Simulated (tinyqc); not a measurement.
Inside a calculation. Method: extended Hueckel theory, for LiH-. The parameters take no account of the charge, which enters only through the electron count, and nothing here shows that the anion is bound. One step of it, computed by the program tinyqc.

Problem. Mulliken analysis. P = C n C^T; charge = valence electrons (H 1, Li 1) minus the sum of (P S)_ii on the atom; overlap population = 2 sum P_ij S_ij between two atoms.

coefficients:
```
              MO1        MO2       MO3        MO4        MO5
1Li 2s   0.115587   0.855567  0.000000   0.000000   0.681347
1Li 2px  0.000000   0.000000  0.880488  -0.474069   0.000000
1Li 2py  0.000000   0.000000  0.474069   0.880488   0.000000
1Li 2pz  0.052360  -0.516926  0.000000   0.000000   1.048201
2H 1s    0.926777  -0.129984  0.000000   0.000000  -0.838127
```

occupations: 2.000000  1.000000  0.000000  0.000000  0.000000

overlap S, lower triangle:
```
           1Li 2s   1Li 2px   1Li 2py   1Li 2pz     2H 1s
1Li 2s   1.000000
1Li 2px  0.000000  1.000000
1Li 2py  0.000000  0.000000  1.000000
1Li 2pz  0.000000  0.000000  0.000000  1.000000
2H 1s    0.364413  0.000000  0.000000  0.483319  1.000000
```

Give: charges; Overlap populations.

Solution.

charges: 1Li -0.1483, 2H -0.8517

Overlap populations:
```
pair     value
2-1   0.233861
```
